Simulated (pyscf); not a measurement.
This saddle point was located with ωB97X-D3(BJ)/def2-SVP in PySCF.

```xyz
9

O     -1.6992    -0.7310     2.4995
Si    -1.9467    -0.4256     1.0154
O     -1.1498    -1.6560    -0.1331
H     -3.2439    -0.1691     0.3458
H     -0.6895    -2.3590     0.3499
N     -0.7115     0.6238     0.1299
H     -0.5284    -0.6813    -0.3079
H     -1.0322     1.3191    -0.5437
H     -0.0074     1.0413     0.7393
```
Charge 0, spin multiplicity 1.

Surface: singlet, charge 0. Lowest wavenumbers (cm⁻¹): 1165i, 257, 275, 369, 526.

What reaction is this the transition state of?

O=SiH–OH (SMILES O=[SiH]O) + NH₃ (SMILES N) ⇌ H₂N–SiH=O (SMILES N[SiH]=O) + H₂O (SMILES O), a four-centre exchange read from left to right: O–Si, H–N broken and N–Si, H–O formed. At CCSD(T)/def2-TZVPP + ΔMP2(QZVPP) it lies +0.09 eV from the left side and -0.23 eV from the right (each side as separated species at their lowest minima found). On the reactant side the descent ends in an adduct with a N–Si contact, 1.32 eV under the separated species and 1.28 eV under the saddle at ωB97X-D3(BJ)/def2-TZVP. On the product side the descent ends in an adduct with a O–Si contact, 0.77 eV under the separated species and 0.41 eV under the saddle at ωB97X-D3(BJ)/def2-TZVP. At CCSD(T) the saddle lies under the separated products, which points to a path from their complex (located at ωB97X-D3(BJ) alone), and parting the products costs more than the saddle. What is counted as formed (N–Si) is already present as a longer contact in the reactant adduct; forming that adduct is a step of its own. What is counted as broken (O–Si) persists as a longer contact in the product adduct; parting that adduct is a step of its own. At ωB97X-D3(BJ)/def2-TZVP the barrier from the zero used here is -0.04 eV. The same reactants have a lower exit, to H₂N–SiH(OH)–OH (barrier -0.71 eV at ωB97M-D3(BJ)/def2-TZVP, against +0.01 eV here). O=SiH–OH lies 0.43 eV over its isomer HO–Si:–OH [singlet] (electronic energy, ωB97M-D3(BJ)/def2-TZVP). H₂N–SiH=O lies 0.32 eV over its isomer H₂N–Si:–OH [singlet] (electronic energy, ωB97M-D3(BJ)/def2-TZVP). One saddle was located; it need not be the lowest between these sides. The CCSD(T) − MP2 part came from Ansatz, without density fitting, on the same reference.
